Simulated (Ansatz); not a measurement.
**CH₃Cl, singlet: the ladder up to RCCSDTQ**

Geometry: MP2(full)/6-31G*, from the G2/97 set.

| atom | x (Å) | y (Å) | z (Å) |
| --- | --- | --- | --- |
| C | 0.0000 | 0.0000 | -1.2269 |
| Cl | 0.0000 | 0.0000 | 0.5504 |
| H | 0.0000 | 1.0293 | -1.5798 |
| H | 0.8914 | -0.5147 | -1.5798 |
| H | -0.8914 | -0.5147 | -1.5798 |

Basis cc-pV(D+d)Z; Ansatz 0.2.0. Correlated methods freeze the noble-gas cores, which leaves 14 electrons in 46 orbitals. Prefix R: restricted or restricted open-shell reference. Active spaces: valence = (14e, 11o) chosen from the atoms' valence shells.

Full CI isn't at hand for all of this; RCCSDTQ serves as the reference, and is uncertain by about the last step of the cluster series.

```
UHF ⟨S²⟩                          : 0.000
T1 diagnostic (RCCSD)             : 0.0071
largest doubles amplitude (RCCSD) : 0.049
```

| level | E − E(RHF) (eV) |
| --- | --- |
| RMP2 | -7.8411 |
| RCCSD | -8.6924 |
| RCCSD(T) | -8.8980 |

Estimate how far RCCSDTQ in cc-pV(D+d)Z lies from RCCSD(T). The table doesn't fix it; the size of (T) and the diagnostics are the guide.

RCCSDTQ in cc-pV(D+d)Z lies 2.9 kJ/mol below RCCSD(T), which is 14 % of the (T) step (-19.8 kJ/mol). The diagnostics are small and one determinant leads, so the series closes fast and only a small part of (T) is left.

The other levels:

```tsv
level	E − E(RCCSDTQ) (kJ/mol)	share of correlation (%)	wall time
CISD	93.8	89.12	1.3 s
BCCD(T)	2.8	99.67	0.75 s
RCCSDT	1.4	99.84	–
RCCSDT(Q)	0.0	100.00	14 s
CASSCF (valence space)	635.9	26.18	–
NEVPT2 (valence space)	147.8	82.84	4.1 s (H100)
MRCISD (valence space)	51.4	94.03	–
MRCISD+Q (valence space)	3.3	99.62	5.5 s (H100)
```

The correlation energy at RCCSDTQ, counted from RHF, is -8.928 eV. That run took 14 s on 5 threads of AMD EPYC 7R13 with a whole H100 80 GB, shared host.

Times hold each run's SCF and search for its determinant on a shared host, so for small cases they say little of a method's own cost; rows without a card ran on 1 thread of AMD EPYC 7R13.

Natural occupations of CASSCF (valence space) about the gap: 1.999 1.984 1.977 1.977 1.972 0.030 0.021 0.021 0.019; effectively unpaired electrons, Σ n²(2−n)², 0.02.

Atomization energy (electronic, same basis, no zero-point term; atoms at the same level, unrestricted beside the R rows where the molecule is a closed shell, with restricted open-shell steps beyond CCSDT(Q)) at RCCSDTQ: 1535.0 kJ/mol. Errors of other levels:

```tsv
level	error (kJ/mol)
RHF	-317.3
RMP2	7.7
CISD	-72.8
RCCSD	-14.4
RCCSD(T)	-0.9
BCCD(T)	-0.7
RCCSDT	-0.9
RCCSDT(Q)	0.0
CASSCF (valence space)	-118.9
NEVPT2 (valence space)	-20.4
MRCISD (valence space)	-32.5
MRCISD+Q (valence space)	-7.7
```

This basis is far from its limit, so the value isn't to be set against a measured one. Truncated CI isn't size-consistent, which counts against it in atomization.
